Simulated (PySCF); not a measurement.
**Indirect couplings**

Cartesian coordinates in Å; atom numbers follow the order of the lines, from 1:
```xyz
14

C     0.228    2.187    0.264
N    -0.964    1.641    0.308
C    -1.138    0.200    0.111
N     0.091   -0.419    0.500
C     1.232    0.046   -0.226
N     1.307    1.493   -0.013
H     0.325    3.261    0.450
H    -1.767    2.228    0.511
H    -1.953   -0.143    0.761
H    -1.438    0.034   -0.945
H     0.040   -1.426    0.601
H     2.146   -0.412    0.176
H     1.203   -0.137   -1.321
H     2.204    1.967   -0.038
```

Total charge +1.

Method: B3LYP/pcJ-1 (spin–dipole term only in couplings to heteroatoms)//PBE0-D3(BJ)/def2-SVP, PySCF; isolated molecule, single conformer, non-relativistic. Couplings are averaged over pairs made equivalent by symmetry, fast rotation or ring inversion, so a value needn't be that of the named pair in this geometry, while other rotamers aren't included; one pair stands for each set, and the list holds a selection of those of at least 1.5 Hz over up to four bonds.

Isotopes: ¹³C, ¹H, ¹⁵N.

```tsv
pair	bonds	J (Hz)
C1, N2	1	-22.2
C1, H7	1	207.2
N2, C3	1	?
N2, H8	1	-105.7
C3, N4	1	-8.6
C3, H9	1	?
N4, H11	1	-91.5
C1, C3	2	-2.0
N2, N4	2	1.6
N2, H7	2	-2.9
C3, C5	2	-1.9
C3, H11	2	?
C5, H14	2	?
H9, H10	2	-14.2
H12, H13	2	-14.3
C1, N4	3	-2.8
C1, H9	3	?
N2, H11	3	?
N2, H14	3	-3.0
C3, H7	3	5.4
C3, H12	3	6.5
N4, H8	3	-3.4
H7, H8	3	?
H8, H9	3	?
H9, H11	3	1.6
H8, H11	4	2.3
```

Q: Estimate the withheld couplings, with signs.

A: 
- ¹J(N2,C3) = -10.6 Hz (bond length 1.465 Å)
- ¹J(C3,H9) = 159.7 Hz (bond length 1.099 Å, sp3 carbon)
- ²J(C3,H11) = 4.4 Hz (angle at N4 114°)
- ²J(C5,H14) = 5.0 Hz (angle at N6 120°)
- ³J(C1,H9) = 3.0 Hz (mean over equivalent pairs that range from 1.3 to 4.7 Hz in this conformer)
- ³J(N2,H11) = -5.4 Hz (dihedral angle 167°)
- ³J(H7,H8) = 7.5 Hz (dihedral angle 0°)
- ³J(H8,H9) = 3.5 Hz (mean over equivalent pairs that range from 1.0 to 5.9 Hz in this conformer)
